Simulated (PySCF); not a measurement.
Bonds (- single, = double, # triple, : aromatic): C1-N2 1.441 Å, N2:C3 1.363 Å, C3:N4 1.306 Å, N4:N5 1.358 Å, N5:C6 1.306 Å, C6:N2 1.363 Å. C1 carries H7, H8, H9; C3 carries H10; C6 carries H11.

Geometry: PBE0-D3(BJ)/def2-SVP; GIAO shifts from PySCF, gas phase, non-relativistic, averaged over equivalent atoms.

At BLYP/pcSseg-2 (286 basis functions, 53 s wall time on 1 thread of an Arm Neoverse V1, shared host):
```tsv
atoms	δ (ppm)
C3/C6	146.8
C1	31.3
N4/N5	379.5
N2	192.6
H10/H11	7.74
H7/H8/H9	3.65
```

Scale: 13C (σ = 175.01 ppm), 1H (σ = 31.38 ppm) vs TMS; 15N (σ = 257.55 ppm) vs NH3 (reference shieldings calculated alike).

Predict the values at OPBE/pcSseg-2 on the same geometry.

## Answers


```tsv
atoms	δ at OPBE/pcSseg-2	change
C3/C6	141.8	-5.0
C1	31.7	+0.4
N4/N5	356.6	-22.9
N2	182.4	-10.2
H10/H11	7.84	+0.10
H7/H8/H9	3.58	-0.07
```

Chemical shifts δ = σref − σ; 13C (σref 184.41), 1H (σref 31.20) against TMS; 15N (σref 262.82) vs NH3, all at this level.

The largest change is at N4/N5 (pyridine-type nitrogen of an azole). Cost: 286 basis functions, 45 s wall time on 1 thread of an Arm Neoverse V1, shared host.

Experimental scales use liquid or dissolved standards, which lie at an offset from isolated NH3 (liquid NH3: subtract about 20 ppm). Unscaled 15N shifts of sp2 nitrogen come out 20 to 40 ppm too high even then.
